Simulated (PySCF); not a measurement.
# NH3: NMR shieldings

What do calculations give for the NMR shieldings of NH3 (`N`)?

Computed with PySCF 2.14.0 and routines of our own; the level stands in each step. Atoms count from 0.

## Step 1: The system as given

4 atoms, charge 0, multiplicity 1; geometry from: GFN2-xTB.

## Step 2: Relaxing the molecule at PBE0-D3(BJ)/def2-SVP

The job: settings as JSON, then the geometry in Å.

```
{"job": {"xc": "PBE0", "basis": "def2-SVP", "d3": "d3bj", "grid": 1, "maxiter": 30, "shake": 0.01, "kind": "geom"}, "charge": 0, "multiplicity": 1}
N      0.025980    -0.022860     0.273520
H      0.918820    -0.200590    -0.108960
H     -0.650550    -0.702860    -0.095120
H     -0.256250     0.900940    -0.102450
```

Started as:

```console
$ OMP_NUM_THREADS=1 python heavy_run.py task.json out
```

The driver reads the jobs from task.json and runs them one after another.

Log:

```text
step   0  E = -56.43980887  max force = 0.036037
step   1  E = -56.42692814  max force = 0.098287
step   2  E = -56.43960991  max force = 0.022457
step   3  E = -56.44130332  max force = 0.005143
step   4  E = -56.44134688  max force = 0.000617
step   5  E = -56.44134781  max force = 0.000060
optimisation converged
```

Run time: 2 s. Hardware: 1 thread of AMD EPYC 7R43, shared host; peak memory 0.25 GiB.

Relaxation path: (the energy doesn't fall at every step)

| step | energy from step 0 (eV) | largest force component (eV/Å) |
| --- | --- | --- |
| 0 | 0.0000 | 1.8531 |
| 1 | 0.3505 | 5.0541 |
| 2 | 0.0054 | 1.1548 |
| 3 | -0.0407 | 0.2645 |
| 4 | -0.0419 | 0.0317 |
| 5 | -0.0419 | 0.0031 |

Distances of close pairs at the start and the end, largest changes first:

| bond | before (Å) | after (Å) | change (Å) |
| --- | --- | --- | --- |
| N0–H1 | 0.987 | 1.020 | +0.032 |
| N0–H3 | 1.037 | 1.020 | -0.017 |
| N0–H2 | 1.028 | 1.020 | -0.008 |

The final coordinates are the input of the step that follows.

| at the end point | value |
| --- | --- |
| point group (found at 0.08 Å tolerance) | C3v |
| rotational constants (GHz, main isotopes) | 291.8, 291.8, 190.8 |
| dipole moment (D) | 1.79 |

## Step 3: NMR shieldings: PBE0/x2c-SVPall-2c, spin–orbit

The job: settings as JSON, then the geometry in Å.

```
{"job": {"xc": "PBE0", "basis": "x2c-SVPall-2c", "rel": "so", "kind": "hnmr"}, "charge": 0, "multiplicity": 1}
N     -0.286666    -0.001050    -0.075089
H      0.311137    -0.119647    -0.892752
H      0.041200     0.852756     0.375917
H     -0.027523    -0.756616     0.559004
```

With the program's defaults for keys left out, this is: PBE0/x2c-SVPall-2c GIAO NMR shielding, X2C with spin-orbit coupling, screened-nuclear two-electron part, Gaussian nuclei, gas phase.

Log:

```text
spin-free SCF
coarse grid: 2928 points
cycle   1  E = -56.4407083782  dE = -9.358e-02  |g| = 3.640e-01  |ddm| = 1.599e+00
cycle   2  E = -56.4279252988  dE =  1.278e-02  |g| = 4.398e-01  |ddm| = 5.955e-01
cycle   3  E = -56.4700401823  dE = -4.211e-02  |g| = 1.814e-02  |ddm| = 3.384e-01
cycle   4  E = -56.4701081722  dE = -6.799e-05  |g| = 1.784e-03  |ddm| = 1.472e-02
cycle   5  E = -56.4701088020  dE = -6.297e-07  |g| = 2.221e-04  |ddm| = 1.524e-03
final grid: 27112 points
cycle   6  E = -56.4717585372  dE = -4.408e-06  |g| = 5.189e-03  |ddm| = 8.052e-03
cycle   7  E = -56.4717552230  dE =  3.314e-06  |g| = 6.563e-03  |ddm| = 8.607e-03
cycle   8  E = -56.4717643714  dE = -9.148e-06  |g| = 5.476e-05  |ddm| = 4.722e-03
cycle   9  E = -56.4717643722  dE = -7.683e-10  |g| = 1.311e-05  |ddm| = 5.119e-05
converged SCF energy = -56.4717643722
two-component SCF
cycle   1  E = -56.4717642011  dE = -5.647e+01  |FDS-SDF| = 1.014e-03
cycle   2  E = -56.4717646903  dE = -4.892e-07  |FDS-SDF| = 1.914e-04
cycle   3  E = -56.4717647164  dE = -2.609e-08  |FDS-SDF| = 2.036e-05
converged, E = -56.4717647164

Field gradients (au) and densities at the nuclei (bohr^-3)
atom        Vxx        Vyy        Vzz        centre      nuclear mean
  0 N      0.4714     0.4715    -0.9429        186.741        186.740
  1 H     -0.1694    -0.2233     0.3927          0.368          0.368
  2 H     -0.1695    -0.2234     0.3929          0.368          0.368
  3 H     -0.1693    -0.2232     0.3926          0.368          0.368

Core orbital energies (eV)
atom   shell        mean    spread

Shielding tensors (ppm)
atom      isotropic    diamagn.    paramagn.     s11        s22        s33       span
  0 N       269.87      305.96      -36.09     239.52     285.03     285.05      45.54
  1 H        31.93       30.48        1.45      26.31      27.37      42.10      15.79
  2 H        31.93       30.49        1.43      26.31      27.37      42.11      15.79
  3 H        31.93       30.48        1.44      26.31      27.36      42.10      15.79
```

Wall time 1.2 s (1 thread of AMD EPYC 7R43, shared host); peak memory 0.29 GiB.

Key values:

| quantity | value |
| --- | --- |
| energy from spin-orbit coupling | 0.0000 Eh |

## Step 4: NMR shieldings: PBE0/x2c-SVPall-2c, spin-free

The job: settings as JSON, then the geometry in Å.

```
{"job": {"xc": "PBE0", "basis": "x2c-SVPall-2c", "rel": "sf", "kind": "hnmr"}, "charge": 0, "multiplicity": 1}
N     -0.286666    -0.001050    -0.075089
H      0.311137    -0.119647    -0.892752
H      0.041200     0.852756     0.375917
H     -0.027523    -0.756616     0.559004
```

Level: PBE0/x2c-SVPall-2c GIAO NMR shielding, spin-free X2C, Gaussian nuclei, gas phase.

Log:

```text
spin-free SCF
coarse grid: 2928 points
cycle   1  E = -56.4407083782  dE = -9.358e-02  |g| = 3.640e-01  |ddm| = 1.599e+00
cycle   2  E = -56.4279252988  dE =  1.278e-02  |g| = 4.398e-01  |ddm| = 5.955e-01
cycle   3  E = -56.4700401823  dE = -4.211e-02  |g| = 1.814e-02  |ddm| = 3.384e-01
cycle   4  E = -56.4701081722  dE = -6.799e-05  |g| = 1.784e-03  |ddm| = 1.472e-02
cycle   5  E = -56.4701088020  dE = -6.297e-07  |g| = 2.221e-04  |ddm| = 1.524e-03
final grid: 27112 points
cycle   6  E = -56.4717585372  dE = -4.408e-06  |g| = 5.189e-03  |ddm| = 8.052e-03
cycle   7  E = -56.4717552230  dE =  3.314e-06  |g| = 6.563e-03  |ddm| = 8.607e-03
cycle   8  E = -56.4717643714  dE = -9.148e-06  |g| = 5.476e-05  |ddm| = 4.722e-03
cycle   9  E = -56.4717643722  dE = -7.683e-10  |g| = 1.311e-05  |ddm| = 5.119e-05
converged SCF energy = -56.4717643722
check of the scalar solution
cycle   1  E = -56.4717643722  dE = -5.647e+01  |FDS-SDF| = 1.311e-05
cycle   2  E = -56.4717643722  dE = -4.164e-11  |FDS-SDF| = 6.943e-06
converged, E = -56.4717643722

Field gradients (au) and densities at the nuclei (bohr^-3)
atom        Vxx        Vyy        Vzz        centre      nuclear mean
  0 N      0.4714     0.4715    -0.9429        186.740        186.740
  1 H     -0.1694    -0.2233     0.3927          0.368          0.368
  2 H     -0.1695    -0.2234     0.3929          0.368          0.368
  3 H     -0.1693    -0.2233     0.3926          0.368          0.368

Core orbital energies (eV)
atom   shell        mean    spread

Shielding tensors (ppm)
atom      isotropic    diamagn.    paramagn.     s11        s22        s33       span
  0 N       269.98      306.73      -36.75     239.60     285.16     285.19      45.59
  1 H        31.90       30.48        1.43      26.29      27.32      42.11      15.82
  2 H        31.91       30.50        1.41      26.29      27.32      42.11      15.82
  3 H        31.90       30.49        1.42      26.28      27.32      42.10      15.82
```

Run time: 0.65 s. Hardware: 1 thread of AMD EPYC 7R43, shared host; peak memory 0.29 GiB.

## Step 5: NMR shieldings: PBE0/x2c-SVPall-2c in water, spin–orbit

The job: settings as JSON, then the geometry in Å.

```
{"job": {"xc": "PBE0", "basis": "x2c-SVPall-2c", "rel": "so", "solvent": "water", "kind": "hnmr"}, "charge": 0, "multiplicity": 1}
N     -0.286666    -0.001050    -0.075089
H      0.311137    -0.119647    -0.892752
H      0.041200     0.852756     0.375917
H     -0.027523    -0.756616     0.559004
```

Level: PBE0/x2c-SVPall-2c GIAO NMR shielding, X2C with spin-orbit coupling, screened-nuclear two-electron part, Gaussian nuclei, IEF-PCM water.

Log:

```text
spin-free SCF
coarse grid: 2928 points
cycle   1  E = -56.4522597304  dE = -1.050e-01  |g| = 3.436e-01  |ddm| = 1.599e+00
cycle   2  E = -56.4425338669  dE =  9.726e-03  |g| = 4.042e-01  |ddm| = 5.347e-01
cycle   3  E = -56.4777277898  dE = -3.519e-02  |g| = 1.476e-02  |ddm| = 2.976e-01
cycle   4  E = -56.4777702365  dE = -4.245e-05  |g| = 1.011e-03  |ddm| = 9.406e-03
cycle   5  E = -56.4777705639  dE = -3.274e-07  |g| = 1.288e-04  |ddm| = 1.745e-03
final grid: 27112 points
cycle   6  E = -56.4793676128  dE = -4.623e-06  |g| = 5.247e-03  |ddm| = 8.038e-03
cycle   7  E = -56.4793647661  dE =  2.847e-06  |g| = 6.439e-03  |ddm| = 8.264e-03
cycle   8  E = -56.4793735030  dE = -8.737e-06  |g| = 4.570e-05  |ddm| = 4.510e-03
cycle   9  E = -56.4793735036  dE = -5.892e-10  |g| = 1.100e-05  |ddm| = 4.649e-05
converged SCF energy = -56.4793735036
two-component SCF
cycle   1  E = -56.4793733319  dE = -5.648e+01  |FDS-SDF| = 1.015e-03
cycle   2  E = -56.4793738159  dE = -4.840e-07  |FDS-SDF| = 1.884e-04
cycle   3  E = -56.4793738402  dE = -2.435e-08  |FDS-SDF| = 1.701e-05
converged, E = -56.4793738402

Field gradients (au) and densities at the nuclei (bohr^-3)
atom        Vxx        Vyy        Vzz        centre      nuclear mean
  0 N      0.4496     0.4497    -0.8992        186.635        186.635
  1 H     -0.1679    -0.2205     0.3884          0.363          0.363
  2 H     -0.1680    -0.2206     0.3886          0.363          0.363
  3 H     -0.1679    -0.2204     0.3883          0.363          0.363

Core orbital energies (eV)
atom   shell        mean    spread

Shielding tensors (ppm)
atom      isotropic    diamagn.    paramagn.     s11        s22        s33       span
  0 N       273.12      307.76      -34.64     242.23     288.55     288.58      46.34
  1 H        31.53       30.36        1.17      25.80      26.68      42.12      16.32
  2 H        31.53       30.38        1.15      25.80      26.67      42.12      16.32
  3 H        31.53       30.37        1.16      25.80      26.67      42.11      16.32
```

Wall time 1.2 s (1 thread of AMD EPYC 7R43, shared host); peak memory 0.29 GiB.

In short:

| quantity | value |
| --- | --- |
| energy from spin-orbit coupling | 0.0000 Eh |

## Step 6: NMR shieldings: PBE0/x2c-SVPall-2c in water, spin-free

The job: settings as JSON, then the geometry in Å.

```
{"job": {"xc": "PBE0", "basis": "x2c-SVPall-2c", "rel": "sf", "solvent": "water", "kind": "hnmr"}, "charge": 0, "multiplicity": 1}
N     -0.286666    -0.001050    -0.075089
H      0.311137    -0.119647    -0.892752
H      0.041200     0.852756     0.375917
H     -0.027523    -0.756616     0.559004
```

Level: PBE0/x2c-SVPall-2c GIAO NMR shielding, spin-free X2C, Gaussian nuclei, IEF-PCM water.

Log:

```text
spin-free SCF
coarse grid: 2928 points
cycle   1  E = -56.4522597304  dE = -1.050e-01  |g| = 3.436e-01  |ddm| = 1.599e+00
cycle   2  E = -56.4425338669  dE =  9.726e-03  |g| = 4.042e-01  |ddm| = 5.347e-01
cycle   3  E = -56.4777277898  dE = -3.519e-02  |g| = 1.476e-02  |ddm| = 2.976e-01
cycle   4  E = -56.4777702365  dE = -4.245e-05  |g| = 1.011e-03  |ddm| = 9.406e-03
cycle   5  E = -56.4777705639  dE = -3.274e-07  |g| = 1.288e-04  |ddm| = 1.745e-03
final grid: 27112 points
cycle   6  E = -56.4793676128  dE = -4.623e-06  |g| = 5.247e-03  |ddm| = 8.038e-03
cycle   7  E = -56.4793647661  dE =  2.847e-06  |g| = 6.439e-03  |ddm| = 8.264e-03
cycle   8  E = -56.4793735030  dE = -8.737e-06  |g| = 4.570e-05  |ddm| = 4.510e-03
cycle   9  E = -56.4793735036  dE = -5.892e-10  |g| = 1.100e-05  |ddm| = 4.649e-05
converged SCF energy = -56.4793735036
check of the scalar solution
cycle   1  E = -56.4793735036  dE = -5.648e+01  |FDS-SDF| = 1.100e-05
cycle   2  E = -56.4793735036  dE = -2.952e-11  |FDS-SDF| = 4.010e-06
converged, E = -56.4793735036

Field gradients (au) and densities at the nuclei (bohr^-3)
atom        Vxx        Vyy        Vzz        centre      nuclear mean
  0 N      0.4496     0.4497    -0.8992        186.635        186.635
  1 H     -0.1679    -0.2205     0.3884          0.363          0.363
  2 H     -0.1680    -0.2206     0.3886          0.363          0.363
  3 H     -0.1679    -0.2204     0.3883          0.363          0.363

Core orbital energies (eV)
atom   shell        mean    spread

Shielding tensors (ppm)
atom      isotropic    diamagn.    paramagn.     s11        s22        s33       span
  0 N       273.26      308.53      -35.27     242.33     288.71     288.73      46.40
  1 H        31.51       30.36        1.15      25.77      26.63      42.12      16.35
  2 H        31.51       30.38        1.13      25.77      26.63      42.12      16.35
  3 H        31.51       30.37        1.14      25.77      26.63      42.12      16.35
```

It took 0.76 s on 1 thread of AMD EPYC 7R43, shared host; peak memory 0.29 GiB.

## Step 7: NMR shieldings: PBE0/x2c-SVPall-2c in dichloromethane, spin–orbit

The job: settings as JSON, then the geometry in Å.

```
{"job": {"xc": "PBE0", "basis": "x2c-SVPall-2c", "rel": "so", "solvent": "dichloromethane", "kind": "hnmr"}, "charge": 0, "multiplicity": 1}
N     -0.286666    -0.001050    -0.075089
H      0.311137    -0.119647    -0.892752
H      0.041200     0.852756     0.375917
H     -0.027523    -0.756616     0.559004
```

Level: PBE0/x2c-SVPall-2c GIAO NMR shielding, X2C with spin-orbit coupling, screened-nuclear two-electron part, Gaussian nuclei, IEF-PCM dichloromethane.

Log:

```text
spin-free SCF
coarse grid: 2928 points
cycle   1  E = -56.4506194274  dE = -1.034e-01  |g| = 3.462e-01  |ddm| = 1.599e+00
cycle   2  E = -56.4405326659  dE =  1.009e-02  |g| = 4.086e-01  |ddm| = 5.412e-01
cycle   3  E = -56.4765372329  dE = -3.600e-02  |g| = 1.511e-02  |ddm| = 3.022e-01
cycle   4  E = -56.4765821466  dE = -4.491e-05  |g| = 1.125e-03  |ddm| = 1.012e-02
cycle   5  E = -56.4765824793  dE = -3.328e-07  |g| = 1.408e-04  |ddm| = 1.583e-03
final grid: 27112 points
cycle   6  E = -56.4781877390  dE = -4.603e-06  |g| = 5.227e-03  |ddm| = 8.038e-03
cycle   7  E = -56.4781848463  dE =  2.893e-06  |g| = 6.440e-03  |ddm| = 8.287e-03
cycle   8  E = -56.4781935960  dE = -8.750e-06  |g| = 4.646e-05  |ddm| = 4.528e-03
cycle   9  E = -56.4781935966  dE = -5.975e-10  |g| = 1.115e-05  |ddm| = 4.604e-05
converged SCF energy = -56.4781935966
two-component SCF
cycle   1  E = -56.4781934250  dE = -5.648e+01  |FDS-SDF| = 1.015e-03
cycle   2  E = -56.4781939097  dE = -4.848e-07  |FDS-SDF| = 1.889e-04
cycle   3  E = -56.4781939343  dE = -2.460e-08  |FDS-SDF| = 1.741e-05
converged, E = -56.4781939343

Field gradients (au) and densities at the nuclei (bohr^-3)
atom        Vxx        Vyy        Vzz        centre      nuclear mean
  0 N      0.4531     0.4533    -0.9064        186.651        186.651
  1 H     -0.1682    -0.2209     0.3891          0.364          0.364
  2 H     -0.1682    -0.2210     0.3892          0.364          0.364
  3 H     -0.1681    -0.2209     0.3890          0.364          0.364

Core orbital energies (eV)
atom   shell        mean    spread

Shielding tensors (ppm)
atom      isotropic    diamagn.    paramagn.     s11        s22        s33       span
  0 N       272.66      307.48      -34.83     241.84     288.05     288.08      46.24
  1 H        31.59       30.38        1.22      25.88      26.78      42.12      16.24
  2 H        31.59       30.40        1.20      25.88      26.78      42.12      16.24
  3 H        31.59       30.39        1.21      25.88      26.78      42.11      16.24
```

Wall time 1.3 s (1 thread of AMD EPYC 7R43, shared host); peak memory 0.29 GiB.

In short:

| quantity | value |
| --- | --- |
| energy from spin-orbit coupling | 0.0000 Eh |

## Step 8: NMR shieldings: PBE0/x2c-SVPall-2c in dichloromethane, spin-free

The job: settings as JSON, then the geometry in Å.

```
{"job": {"xc": "PBE0", "basis": "x2c-SVPall-2c", "rel": "sf", "solvent": "dichloromethane", "kind": "hnmr"}, "charge": 0, "multiplicity": 1}
N     -0.286666    -0.001050    -0.075089
H      0.311137    -0.119647    -0.892752
H      0.041200     0.852756     0.375917
H     -0.027523    -0.756616     0.559004
```

With the program's defaults for keys left out, this is: PBE0/x2c-SVPall-2c GIAO NMR shielding, spin-free X2C, Gaussian nuclei, IEF-PCM dichloromethane.

Log:

```text
spin-free SCF
coarse grid: 2928 points
cycle   1  E = -56.4506194274  dE = -1.034e-01  |g| = 3.462e-01  |ddm| = 1.599e+00
cycle   2  E = -56.4405326659  dE =  1.009e-02  |g| = 4.086e-01  |ddm| = 5.412e-01
cycle   3  E = -56.4765372329  dE = -3.600e-02  |g| = 1.511e-02  |ddm| = 3.022e-01
cycle   4  E = -56.4765821466  dE = -4.491e-05  |g| = 1.125e-03  |ddm| = 1.012e-02
cycle   5  E = -56.4765824793  dE = -3.328e-07  |g| = 1.408e-04  |ddm| = 1.583e-03
final grid: 27112 points
cycle   6  E = -56.4781877390  dE = -4.603e-06  |g| = 5.227e-03  |ddm| = 8.038e-03
cycle   7  E = -56.4781848463  dE =  2.893e-06  |g| = 6.440e-03  |ddm| = 8.287e-03
cycle   8  E = -56.4781935960  dE = -8.750e-06  |g| = 4.646e-05  |ddm| = 4.528e-03
cycle   9  E = -56.4781935966  dE = -5.975e-10  |g| = 1.115e-05  |ddm| = 4.604e-05
converged SCF energy = -56.4781935966
check of the scalar solution
cycle   1  E = -56.4781935966  dE = -5.648e+01  |FDS-SDF| = 1.115e-05
cycle   2  E = -56.4781935966  dE = -3.041e-11  |FDS-SDF| = 4.354e-06
converged, E = -56.4781935966

Field gradients (au) and densities at the nuclei (bohr^-3)
atom        Vxx        Vyy        Vzz        centre      nuclear mean
  0 N      0.4531     0.4532    -0.9064        186.651        186.651
  1 H     -0.1682    -0.2209     0.3891          0.364          0.364
  2 H     -0.1682    -0.2210     0.3892          0.364          0.364
  3 H     -0.1681    -0.2209     0.3890          0.364          0.364

Core orbital energies (eV)
atom   shell        mean    spread

Shielding tensors (ppm)
atom      isotropic    diamagn.    paramagn.     s11        s22        s33       span
  0 N       272.79      308.25      -35.47     241.93     288.21     288.23      46.30
  1 H        31.57       30.38        1.19      25.85      26.74      42.12      16.27
  2 H        31.57       30.40        1.17      25.85      26.74      42.12      16.27
  3 H        31.57       30.39        1.18      25.85      26.74      42.12      16.27
```

Run time: 0.78 s. Hardware: 1 thread of AMD EPYC 7R43, shared host; peak memory 0.29 GiB.

## Step 9: Shieldings side by side

| run | N0 | H2 | H1 | H3 | time |
| --- | --- | --- | --- | --- | --- |
| step 3, PBE0/x2c-SVPall-2c, spin–orbit | 269.9 | 31.9 | 31.9 | 31.9 | 1.2 s |
| step 4, PBE0/x2c-SVPall-2c, spin-free | 270.0 | 31.9 | 31.9 | 31.9 | 0.65 s |
| step 5, PBE0/x2c-SVPall-2c in water, spin–orbit | 273.1 | 31.5 | 31.5 | 31.5 | 1.2 s |
| step 6, PBE0/x2c-SVPall-2c in water, spin-free | 273.3 | 31.5 | 31.5 | 31.5 | 0.76 s |
| step 7, PBE0/x2c-SVPall-2c in dichloromethane, spin–orbit | 272.7 | 31.6 | 31.6 | 31.6 | 1.3 s |
| step 8, PBE0/x2c-SVPall-2c in dichloromethane, spin-free | 272.8 | 31.6 | 31.6 | 31.6 | 0.78 s |

## Step 10: Results

| quantity | value |
| --- | --- |
| point group | C3v |
| rotational constants (main isotopes) | 291.80, 291.76, 190.81 GHz |
| energy from spin-orbit coupling (step 3, PBE0/x2c-SVPall-2c, spin–orbit) | 0.0000 Eh |
| shieldings (step 3, PBE0/x2c-SVPall-2c, spin–orbit) | N0 269.9, H1 31.9, H2 31.9, H3 31.9 ppm |
| shieldings (step 4, PBE0/x2c-SVPall-2c, spin-free) | N0 270.0, H1 31.9, H2 31.9, H3 31.9 ppm |
| energy from spin-orbit coupling (step 5, PBE0/x2c-SVPall-2c in water, spin–orbit) | 0.0000 Eh |
| shieldings (step 5, PBE0/x2c-SVPall-2c in water, spin–orbit) | N0 273.1, H1 31.5, H2 31.5, H3 31.5 ppm |
| shieldings (step 6, PBE0/x2c-SVPall-2c in water, spin-free) | N0 273.3, H1 31.5, H2 31.5, H3 31.5 ppm |
| energy from spin-orbit coupling (step 7, PBE0/x2c-SVPall-2c in dichloromethane, spin–orbit) | 0.0000 Eh |
| shieldings (step 7, PBE0/x2c-SVPall-2c in dichloromethane, spin–orbit) | N0 272.7, H1 31.6, H2 31.6, H3 31.6 ppm |
| shieldings (step 8, PBE0/x2c-SVPall-2c in dichloromethane, spin-free) | N0 272.8, H1 31.6, H2 31.6, H3 31.6 ppm |

**Reading.** The optimisation took 5 steps and gained 0.042 eV; among the close pairs (by a distance rule), N0–H1 changed most, from 0.987 to 1.020 Å. In step 3, N0 has the widest tensor, 46 ppm. N0 moves most between the runs, by 3 ppm; the labels say what changes from run to run.
